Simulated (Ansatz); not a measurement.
# CHSSi− (SMILES [C-]#[Si]S): single points off equilibrium

An exercise on one series of results from a longer session: the logs are not shown, and one member is left open.

Computed with Ansatz 0.2.0, Gaussian basis. Level: single points in def2-TZVPPD.

Correlated methods freeze the cores.

## The starting structure

SMILES `[C-]#[Si]S`, 4 atoms, charge -1, spin multiplicity 1.

Atoms are counted from 1 here; the program's logs count them from 0.

Bond lengths: C1–Si2 1.740 Å, Si2–S3 2.353 Å, S3–H4 1.396 Å. Angles: C1–Si2–S3 176.8°, Si2–S3–H4 90.8°.

Geometry (Å):

```xyz
4

C    -2.07110    0.34500    1.29920
Si   -0.73390    0.24490    0.18970
S     1.06410   -0.01970   -1.30440
H     1.81940   -0.65080   -0.31500
```

Set-up of the first run:

The input, run/in.yaml:

```yaml
crystal:
  periodic: [false, false, false]
  atoms:
    - {symbol: C, position_ang: [-2.071100, 0.345000, 1.299200]}
    - {symbol: Si, position_ang: [-0.733900, 0.244900, 0.189700]}
    - {symbol: S, position_ang: [1.064100, -0.019700, -1.304400]}
    - {symbol: H, position_ang: [1.819400, -0.650800, -0.315000]}
basis:
  gaussian: {orbitals: "def2-TZVPPD.json"}
total_charge: -1
correlation: {method: ccsd_t}
output: {forces: true}
```

The basis file named in the input lies beside it (Basis Set Exchange, JSON).

The command line of these runs was not kept.

Among the steps run: CCSD(T)/def2-TZVPPD; PBE0-D4/def2-TZVPPD; wB97M-V/def2-TZVPPD; r2SCAN-D4/def2-TZVPPD; PBE-D4/def2-TZVPPD; SPW92/def2-TZVPPD; revPBE-D4/def2-TZVPPD.

One of the session's tables, all rows but one given; the rest of the session is left out.

```
   method  RMS force component (eV/Å)  angle to CCSD(T) forces (°)
  CCSD(T)                       0.609                    reference
  PBE0-D4                       0.817                         20.9
  wB97M-V                           ?                            ?
r2SCAN-D4                       0.754                         19.2
   PBE-D4                       0.598                         19.8
    SPW92                       0.717                         28.4
revPBE-D4                       0.553                         16.6
```

Estimate the missing values for wB97M-V.

The run gave: RMS force component (eV/Å): 0.891; angle to CCSD(T) forces (°): 23.1. In the column «RMS force component (eV/Å)» it is the highest.
